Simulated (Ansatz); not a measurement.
# Cost against result

Saddle point of CH₅BO, singlet (CH₅BO ([BH2][O][CH3]) → CH₃BO ([BH]1[CH2][O]1) + H₂; bonds formed: B1–C4, H2–H5; bonds broken: B1–H2, C4–H5), PBE0-D4/def2-TZVP structure:

B1  (-0.226, -0.664, 0.270)
H2  (-0.779, -0.251, 1.379)
O3  (1.169, -0.374, 0.259)
C4  (0.472, 0.531, -0.535)
H5  (-0.853, 0.397, 0.635)
H6  (-0.834, -1.582, -0.172)
H7  (0.506, 0.368, -1.611)
H8  (0.545, 1.573, -0.225)
(Å)

Barriers are electronic and count from the start structure reached by relaxing down the imaginary mode.

Ansatz 0.2.0; basis: as named in each row; cores frozen in the correlated methods. B3LYP uses VWN-RPA correlation. Extrapolation: Hartree–Fock as exp(−7.88 √X), correlation as X^−2.97.

Times are rough, for one single point on 2 threads of a shared host (Arm Neoverse V1).

The estimate by CCSD(T) at an estimated basis limit (MP2 extrapolated from triple and quadruple zeta, plus CCSD(T) − MP2 in triple zeta) is 2.699 eV.

| method | basis | time (s) | barrier (eV) | method less estimate |
| --- | --- | --- | --- | --- |
| HF | STO-3G | under 1 | 5.193 | 2.493 |
| PBE-D4 | STO-3G | under 1 | 3.671 | 0.971 |
| SPW92 | def2-SVP | under 1 | 1.963 | -0.737 |
| B3LYP-D4 | 6-31G | under 1 | 3.322 | 0.623 |
| PBE-D4 | def2-SVP | under 1 | 2.201 | -0.498 |
| PBE0-D4 | def2-SVP | under 1 | 2.423 | -0.277 |
| SPW92 | def2-TZVPP | under 1 | 1.957 | -0.742 |
| CCSD(T) | def2-SVP | 1 | 2.826 | 0.126 |
| PBE-D4 | def2-TZVPP | 1 | 2.192 | -0.507 |
| BLYP-D4 | def2-TZVPP | 2 | 2.555 | -0.145 |
| B3LYP-D4 | def2-TZVPP | 2 | 2.696 | -0.003 |
| PBE0-D4 | def2-TZVPP | 2 | 2.407 | -0.292 |
| BHLYP-D4 | def2-TZVPP | 2 | 2.988 | 0.289 |
| CAM-B3LYP-D4 | def2-TZVPP | 2 | 2.761 | 0.061 |
| wB97M-V | def2-SVP | 2 | 2.625 | -0.075 |
| r2SCAN-D4 | def2-TZVPP | 2 | 2.371 | -0.329 |
| RPA on PBE | def2-TZVPP | 3 | 2.738 | 0.039 |
| B2PLYP | def2-TZVPP | 3 | 2.722 | 0.023 |
| r2SCAN0-D4 | def2-TZVPP | 3 | 2.523 | -0.176 |
| PBE-QIDH | def2-TZVPP | 3 | 2.585 | -0.115 |
| wB97X-V | def2-TZVPP | 5 | 2.667 | -0.032 |
| B97M-V | def2-TZVPP | 6 | 2.452 | -0.247 |
| wB97M-V | def2-TZVPP | 6 | 2.626 | -0.073 |
| MP2 | def2-QZVPP | 11 | 2.593 | -0.107 |
| CCSD(T) | def2-TZVPP | 21 | 2.716 | 0.016 |

All methods are single points on the PBE0-D4 structures.

No T1 diagnostic of these runs exceeds 0.017.

Labels in which every atom is bracketed show which atoms are joined, not bond orders.
